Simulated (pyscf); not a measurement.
`[NH2][NH2]` + `[GaH3]` → `[NH2][NH][GaH2]` + `[H][H]`, a four-centre exchange (singlet surface; H–N, Ga–H broken, Ga–N, H–H formed). PySCF, gas phase, ωB97X-D3(BJ)/def2-SVP geometries. Energies in eV from the separated reactants.

Small-basis levels: PySCF, no dispersion term, spherical d functions. 

Question: Quick SVWN5/6-31G*+LANL2DZ single points give ΔE‡ = -0.01 eV and ΔE = -0.57 eV. What does ωB97M-D3(BJ)/def2-TZVP give, and how far is the quick result from it?

Answer: ωB97M-D3(BJ)/def2-TZVP gives ΔE‡ = 0.71 eV and ΔE = -0.25 eV. SVWN5/6-31G*+LANL2DZ lies 0.73 eV under it in the barrier and 0.31 eV under it in the reaction energy, so on this step it does not hold to within 0.13 eV. At SVWN5/6-31G*+LANL2DZ this geometry lies under one side, so its ΔE‡ may be no barrier of that level. ωB97M-D3(BJ)/def2-TZVP has limits of its own. On the reactant side the descent ends in an adduct with a Ga–N contact, 1.15 eV under the separated species and 1.77 eV under the saddle at ωB97X-D3(BJ)/def2-TZVP. What is counted as formed (Ga–N) is already present as a longer contact in the reactant adduct; forming that adduct is a step of its own. At the saddle there is also a short Ga–H contact that neither side keeps. At ωB97X-D3(BJ)/def2-TZVP the barrier from the zero used here is 0.62 eV. H₂N–NH–GaH₂ lies 2.19 eV over its isomer H₂N–GaH–NH₂ (electronic energy, ωB97M-D3(BJ)/def2-TZVP). This is the saddle that the search found; another between the same sides may lie lower. In the def2 sets elements up to Kr have no core potential.
